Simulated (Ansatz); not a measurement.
# Al–C–OH, triplet: the ladder up to UCCSDT(Q)

Geometry: displaced at random from a stationary point.

```yaml
atoms:
  - { symbol: Al, position_ang: [0.0023, -0.1645, 2.2423] }
  - { symbol: C, position_ang: [0.0015, -0.0937, 0.3000] }
  - { symbol: O, position_ang: [0.0495, -0.2504, -1.0302] }
  - { symbol: H, position_ang: [-0.0533, 0.5086, -1.5121] }
```

Basis cc-pVDZ; Ansatz 0.2.0. Correlated methods freeze the noble-gas cores, which leaves 14 electrons in 44 orbitals. Prefix R: restricted or restricted open-shell reference; prefix U: unrestricted.

Full CI isn't at hand for all of this; UCCSDT(Q) serves as the reference, and is uncertain by the last step of the cluster series or more. The frozen core follows each run's orbitals, which can shift R against U totals by a few meV.

For open shells CISD is restricted-active-space CI with the open shells as a complete middle space.

```
UHF ⟨S²⟩                          : 2.062
T1 diagnostic (RCCSD)             : 0.0289
largest doubles amplitude (RCCSD) : 0.089
T1 diagnostic (UCCSD)             : 0.0316
```

```csv
level,E − E(UCCSDT(Q)) (kJ/mol),share of correlation (%),wall time
RHF,966.7,0.00,–
UHF,946.4,2.09,–
RMP2,116.2,87.98,–
UMP2,120.5,87.54,–
CISD,128.2,86.74,2.6 s
RCCSD,33.7,96.52,–
UCCSD,33.3,96.56,–
RCCSD(T),6.2,99.36,3.9 s
UCCSD(T),6.3,99.35,4.7 s
BCCD(T),5.8,99.40,2.5 s
RCCSDT,2.7,99.72,–
UCCSDT,2.6,99.73,–
RCCSDT(Q),0.4,99.96,57 s
```

The correlation energy at UCCSDT(Q), counted from RHF, is -10.019 eV. That run took 53 s on 1 thread of AMD EPYC 9R45, shared host.

Times hold each run's SCF and search for its determinant on a shared host, so for small cases they say little of a method's own cost; they ran on 1 thread of AMD EPYC 9R45. Some runs computed forces too.
